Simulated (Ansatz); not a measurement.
Input file:

```yaml
crystal:
  periodic: [false, false, false]
  atoms:
    - {symbol: Si, position_ang: [-1.654138, 0.000000, 0.000000]}
    - {symbol: H, position_ang: [-2.149010, 1.399708, 0.000000]}
    - {symbol: H, position_ang: [-2.149010, -0.699854, 1.212183]}
    - {symbol: H, position_ang: [-2.149010, -0.699854, -1.212182]}
    - {symbol: H, position_ang: [-0.043138, 0.000000, 0.000000]}
    - {symbol: S, position_ang: [1.652862, 0.000000, 0.000000]}
basis:
  gaussian: {orbitals: 6-31G}
magnetization: {spin_polarized: true, initial_magnetization: 2}
correlation: {method: bccd_t, electrons: outside_noble_gas}
scf: {lower_state_search: light}
```

```sh
$ ansatz run in.yaml --threads 1 --pin off --events-out ev --progress --plain --max-ram 2393MiB
```

Output:

```
408 factors; integrals over basis functions are off by at most 2.0e-4 eV
mean field evaluation 1: about -18737.1576 eV, gradient 7.6e0 eV
mean field evaluation 2: about -18737.1625 eV, gradient 7.6e0 eV
mean field evaluation 4: about -18738.0405 eV, gradient 1.2e0 eV
mean field evaluation 8: about -18738.0789 eV, gradient 7.6e-3 eV
mean field evaluation 16: about -18738.0789 eV, gradient 1.8e-7 eV
mean field evaluation 32: about -18738.0713 eV, gradient 4.6e-2 eV
mean field evaluation 64: about -18738.0789 eV, gradient 3.0e-6 eV
mean field evaluation 96: about -18738.0789 eV, gradient 1.2e-6 eV
mean field evaluation 128: about -18736.9063 eV, gradient 3.3e-1 eV
mean field evaluation 160: about -18736.9084 eV, gradient 3.8e-4 eV
mean field -18738.07887345 eV, -688.6116974731 hartree, gradient 3.0e-6 eV, S^2 2.021359; 10 other end points of the search recorded, 0 dependent functions left out
determinant -18738.07887345 eV, -688.6116974731 hartree, with singles and doubles -18741.25768409 eV, -688.7285166095 hartree
determinant -18736.90838461 eV, -688.5686828019 hartree, with singles and doubles -18739.95179721 eV, -688.6805261518 hartree
10 core orbitals not correlated: weight in the atoms' cores, before any rotation towards them, 1.000 or more for the frozen orbitals, at most 0.000 for the correlated occupied ones
reference -18738.07887345 eV, -688.6116974731 hartree; 8, 6 occupied and 16, 18 virtual orbitals, 408 factors
second order -2.34710776 eV of doubles, -0.00000000 eV of singles
cycle   1  -3.17662533 eV  change    2.2e-3 eV  update   3.4e-3
cycle   2  -3.17548399 eV  change    1.1e-3 eV  update   1.0e-3
cycle   3  -3.17533092 eV  change    1.5e-4 eV  update   5.6e-4
cycle   4  -3.17555876 eV  change   -2.3e-4 eV  update   1.8e-4
cycle   5  -3.17563468 eV  change   -7.6e-5 eV  update   7.1e-5
cycle   6  -3.17563642 eV  change   -1.7e-6 eV  update   2.2e-5
cycle   7  -3.17563693 eV  change   -5.1e-7 eV  update   7.6e-6
perturbative correction -0.04344591 eV, -0.0015966076 hartree
Total energy: -18741.29795629 eV, -688.7299965856 hartree
```

Ran on 1 thread of Arm Neoverse V2, shared host: 1.6 s wall, 0.09 GiB peak host memory.
